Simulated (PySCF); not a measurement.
# One shape, several levels: singlet SiH2OF+

We compute a comparison of 6 runs (B3LYP/STO-3G, PBE/STO-3G, r2SCAN/STO-3G, CCSDT(Q)/STO-3G, CCSDT/STO-3G, QCISD(T)/STO-3G) of singlet SiH2OF+. Input form: a Python script.

The results are computed with PySCF 2.14.0.

3 further runs of the same task are left out: 3 set aside as unsound or not needed.

## Step 1: The structure to begin with

SiH2OF+: 5 atoms, total charge +1, spin state singlet. SMILES of the parent species: `O[SiH]F`. Geometry: relaxed at PBE0-D4/def2-TZVP. This is one conformer, not always the lowest. That shape belongs to the parent species and isn't relaxed for this state.

Bond lengths: O1–Si2 1.636 Å, Si2–F3 1.603 Å, O1–H4 0.959 Å, Si2–H5 1.490 Å. Angles: O1–Si2–F3 110.5°, O1–Si2–H5 105.3°, F3–Si2–H5 107.6°, Si2–O1–H4 119.2°.

## Step 2: A single-point energy at B3LYP/STO-3G (run 1)

Input file mol.xyz:

```xyz
5
FH2OSi
O     -0.615200    -0.884600    -0.276300
Si     0.283900     0.245700     0.493100
F      0.207000     1.646500    -0.283100
H     -1.564500    -0.765100    -0.338000
H      1.688800    -0.242600     0.404400
```

Input file calc.py:

```python
from pyscf import gto, dft

molecule = gto.M(
    atom='mol.xyz',
    spin=0,
    basis='sto-3g',
    verbose=3,
    charge=1,
    max_memory=1860,
)

ks = dft.RKS(molecule, xc='b3lyp')
ks.conv_tol = 1e-10
ks.grids.level = 5
ks.kernel()
if not ks.converged:
    ks = ks.newton().run(ks.mo_coeff, ks.mo_occ)

e_final = ks.e_tot
print('E = %.10f Eh' % e_final)
```

Run with:

```bash
$ OMP_NUM_THREADS=1 python calc.py
```

The log of the run:

```text
converged SCF energy = -459.651244883782
E = -459.6512448838 Eh
```

Wall time 4.5 s (1 thread of Arm Neoverse V1, shared host); peak memory 0.2 GiB.

## Step 3: A single-point energy at PBE/STO-3G (run 2)

Input file geometry.xyz:

```xyz
5

O     -0.615200    -0.884600    -0.276300
Si     0.283900     0.245700     0.493100
F      0.207000     1.646500    -0.283100
H     -1.564500    -0.765100    -0.338000
H      1.688800    -0.242600     0.404400
```

Input file input.py:

```python
from pyscf import gto, dft

mol = gto.M(
    atom='geometry.xyz',
    verbose=3,
    max_memory=1860,
    basis='sto-3g',
    charge=1,
)

mf = dft.RKS(mol, xc='pbe')
mf.conv_tol = 1e-10
mf.grids.level = 5
mf.kernel()
if not mf.converged:
    mf = mf.newton().run(mf.mo_coeff, mf.mo_occ)

energy = mf.e_tot
print('E(%s) = %.9f' % ('PBE', energy))
```

Run with:

```bash
$ OMP_NUM_THREADS=1 python input.py
```

The log of the run:

```text
converged SCF energy = -459.335262431276
E(PBE) = -459.335262431
```

Wall time 3.9 s (1 thread of Arm Neoverse V1, shared host); peak memory 0.2 GiB.

Runs 3 to 5 aren't shown in full; the table further down has their settings and results.

## Step 4: A single-point energy at QCISD(T)/STO-3G (run 6)

Input file run.py:

```python
from pyscf import gto, cc

mol = gto.Mole()
mol.atom = [
    ('O', (-0.615200, -0.884600, -0.276300)),
    ('Si', (0.283900, 0.245700, 0.493100)),
    ('F', (0.207000, 1.646500, -0.283100)),
    ('H', (-1.564500, -0.765100, -0.338000)),
    ('H', (1.688800, -0.242600, 0.404400)),
]
mol.charge = 1
mol.verbose = 4
mol.max_memory = 1860
mol.basis = 'sto-3g'
mol.build()

calc0 = mol.RHF()
calc0.conv_tol = 1e-10
calc0.kernel()
if not calc0.converged:
    calc0 = calc0.newton().run(calc0.mo_coeff, calc0.mo_occ)

mycc = cc.QCISD(calc0, frozen=7)
mycc.kernel()
e_t = mycc.qcisd_t()
e_final = mycc.e_tot + e_t
print('E(%s) = %.9f' % ('QCISD(T)', e_final))
```

Run with:

```bash
$ OMP_NUM_THREADS=1 python run.py
```

The log of the run:

```text
PySCF version 2.14.0

[... 63 lines left out ...]
converged SCF energy = -458.409396683275
[... 11 lines left out ...]
Init t2, MP2 energy = -458.53057826002  E_corr(MP2) -0.121181576744379
[... 17 lines left out ...]
QCISD converged
[... 2 lines left out ...]
E(QCISD(T)) = -458.569667740
```

Run time: 1.2 s. Hardware: 1 thread of Arm Neoverse V1, shared host; peak memory 0.12 GiB.

## Step 5: All runs side by side

| run | level | integration grid | frozen core orbitals | energy (Eh) | HOMO energy (eV) | LUMO energy (eV) | HOMO–LUMO gap (eV) | wall time |
| --- | --- | --- | --- | --- | --- | --- | --- | --- |
| 1 | B3LYP/STO-3G | 5 | – | -459.651245 | -13.65 | -8.80 | 4.85 | 4.5 s |
| 2 | PBE/STO-3G | 5 | – | -459.335262 | -12.05 | -9.33 | 2.72 | 3.9 s |
| 3 | r2SCAN/STO-3G | 5 | – | -459.595846 | -12.52 | -9.38 | 3.15 | 6 s |
| 4 | CCSDT(Q)/STO-3G | – | 7 | -458.569267 | -18.47 | -5.02 | 13.44 | 4.8 s |
| 5 | CCSDT/STO-3G | – | 7 | -458.568630 | -18.47 | -5.02 | 13.44 | 2.8 s |
| 6 | QCISD(T)/STO-3G | – | 7 | -458.569668 | -18.47 | -5.02 | 13.44 | 1.2 s |

## Step 6: Summary of results

| quantity | value |
| --- | --- |
| run 6: total energy | -458.56967 Eh |
| run 6: HOMO energy (Hartree–Fock orbitals) | -18.47 eV |
| run 6: LUMO energy (Hartree–Fock orbitals) | -5.02 eV |
| run 6: HOMO–LUMO gap (Hartree–Fock orbitals) | 13.44 eV |
| run 6: correlation energy (7 core orbitals frozen) | -160.3 mEh |
| run 6: (T) correction | -8.37 mEh |
| run 6: T1 diagnostic | 0.035 |

Over runs 1, 2, 3 the HOMO–LUMO gap runs from 2.72 eV (PBE/STO-3G) to 4.85 eV (B3LYP/STO-3G). Totals of different functionals can't be ranked against each other. In run 6 the T1 diagnostic is large, so a single reference may not serve. In runs 1, 2, 3, 4, 5, 6 the basis is minimal, so the values are rough. All runs together took 23 s, the longest 6 s.
